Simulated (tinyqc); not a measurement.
CIS on RHF in the sto-3g basis, frozen core, for H2O, spin multiplicity 1, step by step. Computed by tinyqc, a small Python program that keeps every step (integrals from PySCF). Settings: charge = 0, multiplicity = 1, basis = sto-3g, method = RHF, frozen orbitals = 1, energy threshold = 1e-10, iteration cap = 89, orthogonalisation = canonical, start = atomic densities, DIIS depth = 6. Command: `OMP_NUM_THREADS=1 python tinyqc.py 27131 27132 out.jsonl` (the two numbers bound the seeds that draw the settings). One thread of a shared host (Intel(R) Xeon(R) Processor @ 2.60GHz), about 0.09 s of CPU time with the checks. The early iterations of the SCF are left out here.

## One-electron integrals

Geometry (angstrom):

| atom | x | y | z |
|---|---|---|---|
| O | 0.000000 | 0.000000 | 0.000000 |
| H | 0.000000 | 0.880000 | 0.685000 |
| H | 0.000000 | -0.880000 | 0.685000 |

Basis sto-3g: exponents (1/bohr^2) and contraction coefficients of normalised primitives:

| element | l (shell) | exponent | coefficient |
|---|---|---|---|
| O | s (1) | 130.709320 | 0.154329 |
| O | s (1) | 23.808861 | 0.535328 |
| O | s (1) | 6.443608 | 0.444635 |
| O | s (2) | 5.033151 | -0.099967 |
| O | s (2) | 1.169596 | 0.399513 |
| O | s (2) | 0.380389 | 0.700115 |
| O | p (3) | 5.033151 | 0.155916 |
| O | p (3) | 1.169596 | 0.607684 |
| O | p (3) | 0.380389 | 0.391957 |
| H | s (1) | 3.425251 | 0.154329 |
| H | s (1) | 0.623914 | 0.535328 |
| H | s (1) | 0.168855 | 0.444635 |

Overlap, kinetic and nuclear-attraction integrals over the contracted functions; the nuclear repulsion is the sum of Za Zb / Rab.

nuclear repulsion = 7.89302190 hartree

overlap S, lower triangle:
```
           1O 1s     1O 2s    1O 2px     1O 2py    1O 2pz     2H 1s     3H 1s
1O 1s   1.000000
1O 2s   0.236704  1.000000
1O 2px  0.000000  0.000000  1.000000
1O 2py  0.000000  0.000000  0.000000   1.000000
1O 2pz  0.000000  0.000000  0.000000   0.000000  1.000000
2H 1s   0.037044  0.377352  0.000000   0.264220  0.205671  1.000000
3H 1s   0.037044  0.377352  0.000000  -0.264220  0.205671  0.174560  1.000000
```

kinetic energy T (hartree), lower triangle:
```
            1O 1s     1O 2s    1O 2px     1O 2py    1O 2pz      2H 1s     3H 1s
1O 1s   29.003200
1O 2s   -0.168011  0.808128
1O 2px   0.000000  0.000000  2.528731
1O 2py   0.000000  0.000000  0.000000   2.528731
1O 2pz   0.000000  0.000000  0.000000   0.000000  2.528731
2H 1s   -0.008629  0.065498  0.000000   0.140283  0.109197   0.760032
3H 1s   -0.008629  0.065498  0.000000  -0.140283  0.109197  -0.004918  0.760032
```

nuclear attraction V (hartree), lower triangle:
```
             1O 1s      1O 2s     1O 2px     1O 2py     1O 2pz      2H 1s      3H 1s
1O 1s   -61.567499
1O 2s    -7.407722  -9.996531
1O 2px    0.000000   0.000000  -9.865386
1O 2py    0.000000   0.000000   0.000000  -9.973589
1O 2pz   -0.014050  -0.172177   0.000000   0.000000  -9.930948
2H 1s    -1.187084  -2.893066   0.000000  -1.781580  -1.432562  -5.248965
3H 1s    -1.187084  -2.893066   0.000000   1.781580  -1.432562  -1.016121  -5.248965
```

core Hamiltonian H = T + V (hartree), lower triangle:
```
             1O 1s      1O 2s     1O 2px     1O 2py     1O 2pz      2H 1s      3H 1s
1O 1s   -32.564299
1O 2s    -7.575733  -9.188403
1O 2px    0.000000   0.000000  -7.336655
1O 2py    0.000000   0.000000   0.000000  -7.444857
1O 2pz   -0.014050  -0.172177   0.000000   0.000000  -7.402217
2H 1s    -1.195713  -2.827568   0.000000  -1.641298  -1.323365  -4.488933
3H 1s    -1.195713  -2.827568   0.000000   1.641298  -1.323365  -1.021038  -4.488933
```

## Two-electron integrals

Functions are numbered as in S; the eight-fold symmetry (ij|kl) = (ji|kl) = (kl|ij) leaves the list below.

Two-electron integrals (ij|kl) in chemists' order, unique and non-zero (hartree):
```
(11|11) 4.785065    (21|11) 0.741380    (21|21) 0.136873    (22|11) 1.118947
(22|21) 0.256633    (22|22) 0.817206    (31|31) 0.024477    (32|31) 0.037809
(32|32) 0.180518    (33|11) 1.115814    (33|21) 0.256684    (33|22) 0.817023
(33|33) 0.880159    (41|41) 0.024477    (42|41) 0.037809    (42|42) 0.180518
(43|43) 0.047444    (44|11) 1.115814    (44|21) 0.256684    (44|22) 0.817023
(44|33) 0.785270    (44|44) 0.880159    (51|51) 0.024477    (52|51) 0.037809
(52|52) 0.180518    (53|53) 0.047444    (54|54) 0.047444    (55|11) 1.115814
(55|21) 0.256684    (55|22) 0.817023    (55|33) 0.785270    (55|44) 0.785270
(55|55) 0.880159    (61|11) 0.117433    (61|21) 0.021514    (61|22) 0.040135
(61|33) 0.040056    (61|41) 0.000778    (61|42) 0.001465    (61|44) 0.040207
(61|51) 0.000606    (61|52) 0.001140    (61|54) 0.000117    (61|55) 0.040147
(61|61) 0.003425    (62|11) 0.304780    (62|21) 0.070863    (62|22) 0.252170
(62|33) 0.247742    (62|41) 0.004205    (62|42) 0.033021    (62|44) 0.255860
(62|51) 0.003273    (62|52) 0.025704    (62|54) 0.006320    (62|55) 0.252661
(62|61) 0.011374    (62|62) 0.098854    (63|31) 0.007179    (63|32) 0.042642
(63|43) 0.006740    (63|53) 0.005247    (63|63) 0.013607    (64|11) 0.179616
(64|21) 0.042278    (64|22) 0.160623    (64|33) 0.153449    (64|41) 0.009366
(64|42) 0.062399    (64|44) 0.171822    (64|51) 0.001702    (64|52) 0.015379
(64|54) 0.009056    (64|55) 0.156413    (64|61) 0.007065    (64|62) 0.076526
(64|64) 0.072167    (65|11) 0.139815    (65|21) 0.032910    (65|22) 0.125030
(65|33) 0.119446    (65|41) 0.001702    (65|42) 0.015379    (65|44) 0.123255
(65|51) 0.008504    (65|52) 0.054613    (65|54) 0.009705    (65|55) 0.132247
(65|61) 0.005500    (65|62) 0.059569    (65|64) 0.045584    (65|65) 0.049089
(66|11) 0.464910    (66|21) 0.109832    (66|22) 0.449828    (66|33) 0.432211
(66|41) 0.007959    (66|42) 0.087650    (66|44) 0.464772    (66|51) 0.006196
(66|52) 0.068228    (66|54) 0.025345    (66|55) 0.451940    (66|61) 0.017755
(66|62) 0.228625    (66|64) 0.201965    (66|65) 0.157211    (66|66) 0.774606
(71|11) 0.117433    (71|21) 0.021514    (71|22) 0.040135    (71|33) 0.040056
(71|41) -0.000778   (71|42) -0.001465   (71|44) 0.040207    (71|51) 0.000606
(71|52) 0.001140    (71|54) -0.000117   (71|55) 0.040147    (71|61) 0.003372
(71|62) 0.011013    (71|64) 0.006291    (71|65) 0.005331    (71|66) 0.017045
(71|71) 0.003425    (72|11) 0.304780    (72|21) 0.070863    (72|22) 0.252170
(72|33) 0.247742    (72|41) -0.004205   (72|42) -0.033021   (72|44) 0.255860
(72|51) 0.003273    (72|52) 0.025704    (72|54) -0.006320   (72|55) 0.252661
(72|61) 0.011013    (72|62) 0.078609    (72|64) 0.042311    (72|65) 0.046013
(72|66) 0.146737    (72|71) 0.011374    (72|72) 0.098854    (73|31) 0.007179
(73|32) 0.042642    (73|43) -0.006740   (73|53) 0.005247    (73|63) 0.010419
(73|73) 0.013607    (74|11) -0.179616   (74|21) -0.042278   (74|22) -0.160623
(74|33) -0.153449   (74|41) 0.009366    (74|42) 0.062399    (74|44) -0.171822
(74|51) -0.001702   (74|52) -0.015379   (74|54) 0.009056    (74|55) -0.156413
(74|61) -0.006291   (74|62) -0.042311   (74|64) -0.012850   (74|65) -0.024279
(74|66) -0.071895   (74|71) -0.007065   (74|72) -0.076526   (74|74) 0.072167
(75|11) 0.139815    (75|21) 0.032910    (75|22) 0.125030    (75|33) 0.119446
(75|41) -0.001702   (75|42) -0.015379   (75|44) 0.123255    (75|51) 0.008504
(75|52) 0.054613    (75|54) -0.009705   (75|55) 0.132247    (75|61) 0.005331
(75|62) 0.046013    (75|64) 0.024279    (75|65) 0.036954    (75|66) 0.093595
(75|71) 0.005500    (75|72) 0.059569    (75|74) -0.045584   (75|75) 0.049089
(76|11) 0.100815    (76|21) 0.023667    (76|22) 0.091782    (76|33) 0.089598
(76|44) 0.091418    (76|51) 0.001689    (76|52) 0.015961    (76|55) 0.094229
(76|61) 0.003759    (76|62) 0.035843    (76|64) 0.024138    (76|65) 0.024299
(76|66) 0.087115    (76|71) 0.003759    (76|72) 0.035843    (76|74) -0.024138
(76|75) 0.024299    (76|76) 0.016391    (77|11) 0.464910    (77|21) 0.109832
(77|22) 0.449828    (77|33) 0.432211    (77|41) -0.007959   (77|42) -0.087650
(77|44) 0.464772    (77|51) 0.006196    (77|52) 0.068228    (77|54) -0.025345
(77|55) 0.451940    (77|61) 0.017045    (77|62) 0.146737    (77|64) 0.071895
(77|65) 0.093595    (77|66) 0.298241    (77|71) 0.017755    (77|72) 0.228625
(77|74) -0.201965   (77|75) 0.157211    (77|76) 0.087115    (77|77) 0.774606
```

## Orthogonalisation

S = U s U^T; canonical form X = U s^(-1/2), so that X^T S X = 1. Each column of U has its largest component positive (the first on a tie).

eigenvalues of S: 0.443652  0.528999  0.886036  1.000000  1.100425  1.296441  1.744447

X:
```
                1          2          3         4          5          6         7
1O 1s   -0.351560   0.000000   0.729134  0.000000  -0.615825   0.000000  0.180433
1O 2s    1.029284   0.000000  -0.293337  0.000000  -0.308862   0.000000  0.447136
1O 2px   0.000000   0.000000   0.000000  1.000000   0.000000   0.000000  0.000000
1O 2py   0.000000   0.854514   0.000000  0.000000   0.000000   0.688037  0.000000
1O 2pz   0.479475   0.000000   0.665537  0.000000   0.622790   0.000000  0.212437
2H 1s   -0.648499  -0.761633  -0.184389  0.000000   0.152047   0.385971  0.384468
3H 1s   -0.648499   0.761633  -0.184389  0.000000   0.152047  -0.385971  0.384468
```

## Iteration 8 (converged): orbitals

converged F (hartree), lower triangle:
```
             1O 1s      1O 2s     1O 2px     1O 2py     1O 2pz      2H 1s      3H 1s
1O 1s   -20.256735
1O 2s    -5.163930  -2.407860
1O 2px    0.000000   0.000000  -0.387515
1O 2py    0.000000   0.000000   0.000000  -0.226581
1O 2pz   -0.025079  -0.069734   0.000000   0.000000  -0.268693
2H 1s    -0.823355  -0.780641   0.000000  -0.353982  -0.319589  -0.404324
3H 1s    -0.823355  -0.780641   0.000000   0.353982  -0.319589  -0.239698  -0.404324
```

Diagonalise F' = X^T F X, C = X C', fill 5 alpha and 5 beta electrons from the bottom; D = 2 C_occ C_occ^T. Each column has its largest component positive (the first on a tie).

F' = X^T F X (hartree), lower triangle:
```
           1         2          3          4          5          6          7
1  -0.250300
2   0.000000  0.565081
3   2.234469  0.000000  -8.496625
4   0.000000  0.000000   0.000000  -0.387515
5  -1.797443  0.000000   8.678194   0.000000  -9.630234
6   0.000000  0.101071   0.000000   0.000000   0.000000  -0.532330
7   0.513143  0.000000  -3.969927   0.000000   4.418113   0.000000  -3.061485
```

orbital energies (hartree): MO1 -20.264981, MO2 -1.204723, MO3 -0.541561, MO4 -0.434048, MO5 -0.387515, MO6 0.465108, MO7 0.574312

coefficients C:
```
              MO1        MO2        MO3        MO4       MO5        MO6        MO7
1O 1s    0.994462  -0.239890   0.000000   0.092328  0.000000  -0.109552   0.000000
1O 2s    0.023897   0.891007   0.000000  -0.471865  0.000000   0.650904   0.000000
1O 2px   0.000000   0.000000   0.000000   0.000000  1.000000   0.000000   0.000000
1O 2py   0.000000   0.000000   0.607465   0.000000  0.000000   0.000000   0.913551
1O 2pz   0.003052   0.081757   0.000000   0.745524  0.000000   0.737112   0.000000
2H 1s   -0.004472   0.142106   0.453644   0.334029  0.000000  -0.702634  -0.723371
3H 1s   -0.004472   0.142106  -0.453644   0.334029  0.000000  -0.702634   0.723371
```

D after iteration 8, lower triangle:
```
            1O 1s      1O 2s    1O 2px     1O 2py    1O 2pz      2H 1s     3H 1s
1O 1s    2.110052
1O 2s   -0.467092   2.034243
1O 2px   0.000000   0.000000  2.000000
1O 2py   0.000000   0.000000  0.000000   0.738028
1O 2pz   0.104510  -0.557735  0.000000   0.000000  1.125000
2H 1s   -0.015394  -0.062212  0.000000   0.551146  0.521263   0.675165
3H 1s   -0.015394  -0.062212  0.000000  -0.551146  0.521263  -0.148006  0.675165
```

## Convergence

Stop when the energy changes by less than 1e-10 hartree and every element of the error matrix X^T (F D S - S D F) X is below 3e-06.

Course of the cycle:

| iteration | E (hartree) | change | largest element of the error matrix |
|---|---|---|---|
| 1 | -75.14450198 | - | 1.07e+00 |
| 2 | -74.88741242 | 2.57e-01 | 2.81e-01 |
| 3 | -74.93487476 | -4.75e-02 | 4.31e-02 |
| 4 | -74.93605386 | -1.18e-03 | 6.46e-03 |
| 5 | -74.93608411 | -3.02e-05 | 1.90e-04 |
| 6 | -74.93608415 | -4.24e-08 | 7.10e-05 |
| 7 | -74.93608417 | -1.21e-08 | 4.62e-07 |
| 8 | -74.93608417 | -5.40e-13 | 6.15e-10 |

PySCF RHF in the same basis = -74.93608417 hartree

Converged in 8 iterations.

## Integrals over molecular orbitals

(pq|rs) = sum C_ip C_jq C_kr C_ls (ij|kl), one index at a time.

one-electron integrals over orbitals h = C^T H C (hartree), lower triangle:
```
            1          2          3          4          5          6          7
1  -32.547752
2    0.569582  -7.557154
3    0.000000   0.000000  -5.983778
4   -0.206097   0.527702   0.000000  -6.570939
5    0.000000   0.000000   0.000000   0.000000  -7.336655
6    0.251566  -1.201444   0.000000  -1.327342   0.000000  -5.282471
7    0.000000   0.000000  -1.773472   0.000000   0.000000   0.000000  -5.504038
```

Two-electron integrals over orbitals (pq|rs), unique and non-zero (hartree); the lowest 1 orbital is frozen and left out:
```
(22|22) 0.724052    (32|32) 0.129824    (33|22) 0.613369    (33|33) 0.591171
(42|22) -0.024963   (42|33) 0.004113    (42|42) 0.129863    (43|32) 0.028213
(43|43) 0.055996    (44|22) 0.660449    (44|33) 0.564108    (44|42) -0.093562
(44|44) 0.700580    (52|52) 0.150708    (53|53) 0.026250    (54|52) -0.043776
(54|54) 0.048067    (55|22) 0.754999    (55|33) 0.599935    (55|42) -0.079938
(55|44) 0.689692    (55|55) 0.880159    (62|22) 0.130479    (62|33) 0.065323
(62|42) 0.032749    (62|44) 0.062624    (62|55) 0.140338    (62|62) 0.094429
(63|32) -0.037326   (63|43) -0.038500   (63|63) 0.075509    (64|22) 0.128303
(64|33) 0.048630    (64|42) -0.048801   (64|44) 0.132374    (64|55) 0.150622
(64|62) 0.059965    (64|64) 0.098256    (65|52) 0.050993    (65|54) 0.005778
(65|65) 0.034215    (66|22) 0.591901    (66|33) 0.547300    (66|42) 0.047488
(66|44) 0.542851    (66|55) 0.576494    (66|62) 0.091279    (66|64) 0.053260
(66|66) 0.579612    (72|32) 0.055008    (72|43) -0.030028   (72|63) 0.029630
(72|72) 0.068447    (73|22) 0.165410    (73|33) 0.088509    (73|42) -0.077325
(73|44) 0.142350    (73|55) 0.203255    (73|62) 0.067954    (73|64) 0.101898
(73|66) 0.044645    (73|73) 0.160143    (74|32) -0.072131   (74|43) -0.014107
(74|63) 0.055106    (74|72) -0.017218   (74|74) 0.071064    (75|53) 0.023900
(75|75) 0.025115    (76|32) 0.085450    (76|43) 0.062795    (76|63) -0.066899
(76|72) -0.003952   (76|74) -0.060544   (76|76) 0.112410    (77|22) 0.607639
(77|33) 0.580572    (77|42) -0.018700   (77|44) 0.577586    (77|55) 0.608305
(77|62) 0.060786    (77|64) 0.051794    (77|66) 0.548202    (77|73) 0.096122
(77|77) 0.594733
```

## CIS matrix, singlets

A(ia,jb) = (e_a - e_i) d_ij d_ab + 2 (ia|jb) - (ij|ab).

CIS matrix A, singlet (hartree), lower triangle:
```
          2>6        2>7       3>6       3>7       4>6       4>7       5>6       5>7
2>6  1.266788
2>7  0.000000   1.308289
3>6  0.000000  -0.026189  0.610387
3>7  0.050458   0.000000  0.000000  0.855586
4>6  0.072443   0.000000  0.000000  0.141000  0.552817
4>7  0.000000  -0.015735  0.047417  0.000000  0.000000  0.572901
5>6  0.000000   0.000000  0.000000  0.000000  0.000000  0.000000  0.344560
5>7  0.000000   0.000000  0.000000  0.000000  0.000000  0.000000  0.000000  0.403751
```

## CIS singlet states

dipole integrals <i|r|a> (bohr):
```
            x          y          z
2>6  0.000000   0.000000  -0.039390
2>7  0.000000  -0.070664   0.000000
3>6  0.000000  -0.927172   0.000000
3>7  0.000000   0.000000  -0.708584
4>6  0.000000   0.000000  -0.602918
4>7  0.000000  -0.793166   0.000000
5>6  0.069690   0.000000   0.000000
5>7  0.000000   0.000000   0.000000
```

Diagonalise A (1 hartree = 27.211386 eV); each vector has its largest component positive (the first on a tie). The transition dipole is mu = sqrt2 sum c_ia <i|r|a>.

singlet excitation energies (eV): 9.375955  10.986625  13.447113  14.711935  17.448911  24.401005  34.947541  35.638411

lowest vectors:
```
      state 1   state 2    state 3    state 4   state 5    state 6
2>6  0.000000  0.000000  -0.064274   0.000000  0.000000  -0.191721
2>7  0.000000  0.000000   0.000000  -0.002261  0.045680   0.000000
3>6  0.000000  0.000000   0.000000  -0.562875  0.825620   0.000000
3>7  0.000000  0.000000  -0.354903   0.000000  0.000000   0.921605
4>6  0.000000  0.000000   0.932691   0.000000  0.000000   0.337473
4>7  0.000000  0.000000   0.000000   0.826539  0.562374   0.000000
5>6  1.000000  0.000000   0.000000   0.000000  0.000000   0.000000
5>7  0.000000  1.000000   0.000000   0.000000  0.000000   0.000000
```

oscillator strengths 2/3 w |mu|^2: 0.002231  0.000000  0.062638  0.012856  1.261679  0.861708

## CIS matrix, triplets

A(ia,jb) = (e_a - e_i) d_ij d_ab - (ij|ab).

CIS matrix A, triplet (hartree), lower triangle:
```
           2>6        2>7        3>6        3>7       4>6       4>7       5>6       5>7
2>6   1.077930
2>7   0.000000   1.171396
3>6   0.000000  -0.085450   0.459369
3>7  -0.085450   0.000000   0.000000   0.535300
4>6  -0.047488   0.000000   0.000000  -0.062795  0.356306
4>7   0.000000   0.018700  -0.062795   0.000000  0.000000  0.430774
5>6   0.000000   0.000000   0.000000   0.000000  0.000000  0.000000  0.276129
5>7   0.000000   0.000000   0.000000   0.000000  0.000000  0.000000  0.000000  0.353522
```

## CIS triplet states

Diagonalise A (1 hartree = 27.211386 eV); each vector has its largest component positive (the first on a tie).

triplet excitation energies (eV): 7.513855  8.967492  9.619819  10.303960  13.618382  14.884592  29.741707  32.174974

lowest vectors:
```
      state 1   state 2   state 3   state 4    state 5    state 6
2>6  0.000000  0.097001  0.000000  0.000000   0.000000   0.120095
2>7  0.000000  0.000000  0.000000  0.051774   0.113974   0.000000
3>6  0.000000  0.000000  0.000000  0.646833   0.753089   0.000000
3>7  0.000000  0.327163  0.000000  0.000000   0.000000   0.933682
4>6  0.000000  0.939976  0.000000  0.000000   0.000000  -0.337366
4>7  0.000000  0.000000  0.000000  0.760872  -0.647972   0.000000
5>6  1.000000  0.000000  0.000000  0.000000   0.000000   0.000000
5>7  0.000000  0.000000  1.000000  0.000000   0.000000   0.000000
```
